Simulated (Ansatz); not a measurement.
Sb2O3 (Pccn, No. 56), treated with r²SCAN+rVV10 (plane waves, PAW; Ansatz, a first-principles code).

Run with plane-wave cutoff 560 eV, 8×6×4 k mesh (along the axes of the cell as run), Fermi–Dirac smearing 0.01 eV, scalar-relativistic PAW data made under PBE.

Shape and atoms are relaxed at each volume.

The direct gap at Γ against volume; x = 100 ln(V/16.294 Å³). One gap is withheld.

```
V (Å³/atom)      x  gap (eV)
-----------  -----  --------
15.642       -4.08     2.008
15.968       -2.02     2.157
16.294        0.00     2.296
16.620        1.98     2.427
16.946        3.92         ?
```

### Question
Fit a straight line to the rows shown, give the volume deformation potential and predict the withheld gap.

### Answer
Means of the 4 rows: x̄ = -1.030, ȳ = 2.2220 eV. Σ(x − x̄)(y − ȳ) = 1.4103 and Σ(x − x̄)² = 20.404, so the slope is 0.0691 eV per unit of x, and dE_g/d ln V = 6.9 eV. At x = 3.92: 2.2220 + (0.0691) × (3.92 − (-1.030)) = 2.564 eV. The run gives 2.550 eV, 0.014 eV below the line, as the curve bends the same way over all rows.

Spin–orbit coupling is not included.

Note: the relaxation could not lower the start's symmetry, so the cell can be a saddle point above a distorted one; the bulk modulus comes from volumes at which shape and atoms were relaxed.
